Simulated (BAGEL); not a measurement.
**HF (hydrogen fluoride), step by step**

Wanted: the energy (HF/def2-TZVP), then the energy (NEVPT2(2,2)/def2-TZVP), then the energy (CASPT2(2,2)/def2-TZVP) of HF (hydrogen fluoride). 

Program for the calculation: BAGEL 1.2.2.

## Step 1: The system as given

HF: 2 atoms, total charge 0, spin state singlet. As SMILES, `F`. The F1–H2 distance was set to 0.782 Å, away from the relaxed value.

Bond lengths: F1–H2 0.782 Å.

## Step 2: The energy at HF/def2-TZVP (density fitting with svp-jkfit) (run 1)

File hf.json:

```json
{ "bagel" : [

{
  "title" : "molecule",
  "basis" : "def2-tzvp.json",
  "df_basis" : "svp-jkfit",
  "angstrom" : true,
  "geometry" : [
    { "atom" : "F", "xyz" : [      -0.273028,       0.101230,      -0.137494 ] },
    { "atom" : "H", "xyz" : [       0.390000,      -0.144600,       0.196400 ] }
  ]
},

{ "title" : "hf" },

{ "title" : "print", "file" : "orbitals.molden", "orbitals" : true }

]}
```

The basis set def2-TZVP is read from a file made from the Basis Set Exchange's data (not shown).

Started as:

```sh
BAGEL_NUM_THREADS=1 BAGEL hf.json > hf.out
```

The program printed:

```text
* using 1 threads per process

  ===============================================================
  ===============================================================

  *** Geometry ***

  { "atom" : "F", "xyz" : [     -0.515948,      0.191297,     -0.259826 ] },
  { "atom" : "H", "xyz" : [      0.736993,     -0.273254,      0.371142 ] },

  Number of auxiliary basis functions:       95

  Since a DF basis is specified, we compute 2- and 3-index integrals:
    o Being stored without compression. Storage requirement is 0.001 GB

  Number of basis functions:       37
  Number of electrons      :       10

    * METHOD: MOLECULE                             0.02

  *** RHF ***

  === Nuclear Repulsion ===
     6.0902761928

      * DIIS with orbital gradients will be used.

  === RHF iteration (def2-tzvp.json) ===
      0        -99.92693133          0.05126516           0.00
      1       -100.00260521          0.02866662           0.00
      2       -100.03932790          0.00164885           0.00
      3       -100.03946047          0.00019368           0.00
      4       -100.03946324          0.00004102           0.00
      5       -100.03946339          0.00000876           0.00
      6       -100.03946339          0.00000153           0.00
      7       -100.03946339          0.00000014           0.00
      8       -100.03946339          0.00000002           0.00
      9       -100.03946339          0.00000001           0.00
    * SCF iteration converged.

    * Permanent dipole moment:
           (   -0.587625,     0.217873,    -0.295922) a.u.

    * METHOD: HF                                   0.04

    * METHOD: PRINT                                0.00

  ===============================================================
```

It took 0.2 s on 1 thread of Arm Neoverse V1, shared host.

## Step 3: A single-point energy at NEVPT2(2,2)/def2-TZVP (density fitting with svp-jkfit) (run 2)

File job.json:

```json
{ "bagel" : [

{
  "title" : "molecule",
  "basis" : "def2-tzvp.json",
  "df_basis" : "svp-jkfit",
  "angstrom" : true,
  "geometry" : [
    { "atom" : "F", "xyz" : [      -0.273028,       0.101230,      -0.137494 ] },
    { "atom" : "H", "xyz" : [       0.390000,      -0.144600,       0.196400 ] }
  ]
},

{
  "title" : "hf"
},

{
  "title" : "nevpt2",
  "nstate" : 1,
  "nact" : 2,
  "nclosed" : 4,
  "active" : [2, 6],
  "maxiter" : 200,
  "natocc" : true,
  "ncore" : 1
},

{
  "title" : "print",
  "file" : "orbitals.molden",
  "orbitals" : true
}

]}
```

The basis set def2-TZVP is read from a file made from the Basis Set Exchange's data (not shown).

Started as:

```sh
BAGEL_NUM_THREADS=1 BAGEL job.json > job.out
```

The program printed:

```text
* using 1 threads per process

  ===============================================================
  ===============================================================

  *** Geometry ***

  { "atom" : "F", "xyz" : [     -0.515948,      0.191297,     -0.259826 ] },
  { "atom" : "H", "xyz" : [      0.736993,     -0.273254,      0.371142 ] },

  Number of auxiliary basis functions:       95

  Since a DF basis is specified, we compute 2- and 3-index integrals:
    o Being stored without compression. Storage requirement is 0.001 GB

  Number of basis functions:       37
  Number of electrons      :       10

    * METHOD: MOLECULE                             0.02

  *** RHF ***

  === Nuclear Repulsion ===
     6.0902761928

      * DIIS with orbital gradients will be used.

  === RHF iteration (def2-tzvp.json) ===
      0        -99.92693133          0.05126516           0.00
      1       -100.00260521          0.02866662           0.00
      2       -100.03932790          0.00164885           0.00
      3       -100.03946047          0.00019368           0.00
      4       -100.03946324          0.00004102           0.00
      5       -100.03946339          0.00000876           0.00
      6       -100.03946339          0.00000153           0.00
      7       -100.03946339          0.00000014           0.00
      8       -100.03946339          0.00000002           0.00
      9       -100.03946339          0.00000001           0.00
    * SCF iteration converged.

    * Permanent dipole moment:
           (   -0.587625,     0.217873,    -0.295922) a.u.

    * METHOD: HF                                   0.04

    * freezing 1 orbital
  ---------------------------
      CASSCF calculation
  ---------------------------

    ==== Active orbitals : =====
         Orbital 2
         Orbital 6
    ============================

    * nstate   :      1
    * nclosed  :      4
    * nact     :      2
    * nvirt    :     31
  === CASSCF iteration (def2-tzvp.json) ===

    * Using the second-order algorithm

      0  0      -100.03955397     8.27e-05      0.00

      1  0      -100.04217560     1.65e-03      0.01

      2  0      -100.05485801     2.34e-03      0.01

      3  0      -100.05747414     9.32e-04      0.01

      4  0      -100.05779914     5.73e-04      0.01

      5  0      -100.05782845     2.84e-04      0.01

      6  0      -100.05783083     1.20e-04      0.01

      7  0      -100.05783108     4.73e-05      0.01

      8  0      -100.05783111     1.79e-05      0.01

      9  0      -100.05783111     6.65e-06      0.01

     10  0      -100.05783111     2.45e-06      0.01

     11  0      -100.05783111     9.01e-07      0.01

     12  0      -100.05783111     3.30e-07      0.01

     13  0      -100.05783111     1.21e-07      0.01

     14  0      -100.05783111     4.43e-08      0.01

     15  0      -100.05783111     1.62e-08      0.01

     16  0      -100.05783111     5.93e-09      0.01

    * Second-order optimization converged. *

     guess   0:   closed 1.                   open ..

  === FCI iteration ===

      0  0      -100.03929260     1.24e-01      0.00
      1  0      -100.05782149     2.12e-03      0.00
      2  0 *    -100.05783111     2.49e-15      0.00

     * ci vector, state   0, <S^2> = 0.0000
       2.     0.9972183722
       .2    -0.0745353482

  === DF-NEVPT2 calculation ===

    * 3-index integral transformation done
    * assembly done

      NEVPT2 correlation energy:   -0.2402370737      0.01

          (+0)     -0.1397672926
          (+0)'    -0.0421468897
          (+1)     -0.0047713754
          (+1)'     0.0000000000
          (+2)     -0.0004041463
          (-1)     -0.0439218126
          (-1)'     0.0000000000
          (-2)     -0.0092255570

      NEVPT2 total energy:       -100.2980681884

    * METHOD: NEVPT2                               0.17

    * METHOD: PRINT                                0.00

  ===============================================================
```

Wall time 0.36 s (1 thread of Arm Neoverse V1, shared host).

## Step 4: A single-point energy at CASPT2(2,2)/def2-TZVP (density fitting with svp-jkfit) (run 3)

File job.json:

```json
{ "bagel": [

{
  "title": "molecule",
  "basis": "def2-tzvp.json",
  "df_basis": "svp-jkfit",
  "angstrom": true,
  "geometry": [
    { "atom": "F", "xyz": [      -0.273028,       0.101230,      -0.137494 ] },
    { "atom": "H", "xyz": [       0.390000,      -0.144600,       0.196400 ] }
  ]
},

{
  "title": "hf"
},

{
  "title": "casscf",
  "nstate": 1,
  "nact": 2,
  "nclosed": 4,
  "active": [2, 6],
  "maxiter": 200,
  "natocc": true
},

{
  "title": "print",
  "file": "orbitals.molden",
  "orbitals": true
},

{
  "title": "smith",
  "method": "caspt2",
  "ms": true,
  "xms": true,
  "sssr": true,
  "shift": 0.2,
  "shift_imag": true,
  "ncore": 1
}

]}
```

The basis set def2-TZVP is read from a file made from the Basis Set Exchange's data (not shown).

Started as:

```sh
BAGEL_NUM_THREADS=1 BAGEL job.json > job.out
```

The program printed:

```text
* using 1 threads per process

  ===============================================================
  ===============================================================

  *** Geometry ***

  { "atom" : "F", "xyz" : [     -0.515948,      0.191297,     -0.259826 ] },
  { "atom" : "H", "xyz" : [      0.736993,     -0.273254,      0.371142 ] },

  Number of auxiliary basis functions:       95

  Since a DF basis is specified, we compute 2- and 3-index integrals:
    o Being stored without compression. Storage requirement is 0.001 GB

  Number of basis functions:       37
  Number of electrons      :       10

    * METHOD: MOLECULE                             0.01

  *** RHF ***

  === Nuclear Repulsion ===
     6.0902761928

      * DIIS with orbital gradients will be used.

  === RHF iteration (def2-tzvp.json) ===
      0        -99.92693133          0.05126516           0.00
      1       -100.00260521          0.02866662           0.00
      2       -100.03932790          0.00164885           0.00
      3       -100.03946047          0.00019368           0.00
      4       -100.03946324          0.00004102           0.00
      5       -100.03946339          0.00000876           0.00
      6       -100.03946339          0.00000153           0.00
      7       -100.03946339          0.00000014           0.00
      8       -100.03946339          0.00000002           0.00
      9       -100.03946339          0.00000001           0.00
    * SCF iteration converged.

    * Permanent dipole moment:
           (   -0.587625,     0.217873,    -0.295922) a.u.

    * METHOD: HF                                   0.04

  ---------------------------
      CASSCF calculation
  ---------------------------

    ==== Active orbitals : =====
         Orbital 2
         Orbital 6
    ============================

    * nstate   :      1
    * nclosed  :      4
    * nact     :      2
    * nvirt    :     31
  === CASSCF iteration (def2-tzvp.json) ===

    * Using the second-order algorithm

      0  0      -100.03955397     8.27e-05      0.00

      1  0      -100.04217560     1.65e-03      0.01

      2  0      -100.05485801     2.34e-03      0.01

      3  0      -100.05747414     9.32e-04      0.01

      4  0      -100.05779914     5.73e-04      0.01

      5  0      -100.05782845     2.84e-04      0.01

      6  0      -100.05783083     1.20e-04      0.01

      7  0      -100.05783108     4.73e-05      0.01

      8  0      -100.05783111     1.79e-05      0.01

      9  0      -100.05783111     6.65e-06      0.01

     10  0      -100.05783111     2.45e-06      0.01

     11  0      -100.05783111     9.01e-07      0.01

     12  0      -100.05783111     3.30e-07      0.01

     13  0      -100.05783111     1.21e-07      0.01

     14  0      -100.05783111     4.43e-08      0.01

     15  0      -100.05783111     1.62e-08      0.01

     16  0      -100.05783111     5.93e-09      0.01

    * Second-order optimization converged. *

     guess   0:   closed 1.                   open ..

  === FCI iteration ===

      0  0      -100.03929260     1.24e-01      0.00
      1  0      -100.05782149     2.12e-03      0.00
      2  0 *    -100.05783111     2.49e-15      0.00

     * ci vector, state   0, <S^2> = 0.0000
       2.     0.9972183722
       .2    -0.0745353482

    * METHOD: CASSCF                               0.15

    * METHOD: PRINT                                0.00

  === SMITH program ===

    * freezing 1 orbital

    * Approximate memory requirement for SMITH calulation per MPI process:
      o Storage requirement for T-amplitude, lambda, and residual is 0.00 GB
      o Storage requirement for MO integrals is 0.00 GB
    * Calculating and saving rdm4f

    * Zeroth order energy : state  0       -2.0874152722

    * CASPT2 iteration is performed using orthogonal basis

      -------------------------------------------  CASPT2 iteration  ---------------------------------------------------
       #      aibj      arbs      arbi      airj      risj      airs      arst      rist         Etot      error   time
      ------------------------------------------------------------------------------------------------------------------

       0  -0.14068  -0.01041  -0.04354  -0.00513  -0.00051  -0.03691  -0.00000  -0.00000   -0.2371823  0.0092080   0.01
       1  -0.14113  -0.01053  -0.04388  -0.00531  -0.00059  -0.03874  -0.00000  -0.00000   -0.2401864  0.0020230   0.01
       2  -0.14119  -0.01055  -0.04372  -0.00534  -0.00059  -0.03897  -0.00000  -0.00001   -0.2403821  0.0005452   0.01
       3  -0.14119  -0.01055  -0.04371  -0.00531  -0.00061  -0.03903  -0.00000  -0.00000   -0.2403937  0.0001359   0.01
       4  -0.14119  -0.01055  -0.04371  -0.00531  -0.00061  -0.03904  -0.00000  -0.00000   -0.2403945  0.0000422   0.01
       5  -0.14119  -0.01055  -0.04371  -0.00531  -0.00061  -0.03903   0.00000  -0.00000   -0.2403946  0.0000107   0.01
       6  -0.14119  -0.01055  -0.04371  -0.00531  -0.00061  -0.03903   0.00000  -0.00000   -0.2403946  0.0000026   0.01
       7  -0.14119  -0.01055  -0.04371  -0.00531  -0.00061  -0.03903   0.00000   0.00000   -0.2403946  0.0000006   0.01

      ------------------------------------------------------------------------------------------------------------------

    * CASPT2 energy : state  0     -100.2985589184
        w/o shift correction       -100.2982257304
        reference weight              0.9613847285

    * METHOD: SMITH                                0.09

  ===============================================================
```

It took 0.42 s on 1 thread of Arm Neoverse V1, shared host.

## Step 5: Summary of results

| quantity | value |
| --- | --- |
| run 1, HF/def2-TZVP: total energy | -100.03946 Eh |
| run 1, HF/def2-TZVP: dipole moment | 1.76 D |
| run 1, HF/def2-TZVP: HOMO energy | -18.03 eV |
| run 1, HF/def2-TZVP: LUMO energy | 3.96 eV |
| run 1, HF/def2-TZVP: HOMO–LUMO gap | 21.99 eV |
| run 2, NEVPT2(2,2)/def2-TZVP: total energy | -100.29807 Eh |
| run 3, CASPT2(2,2)/def2-TZVP: total energy | -100.29856 Eh |
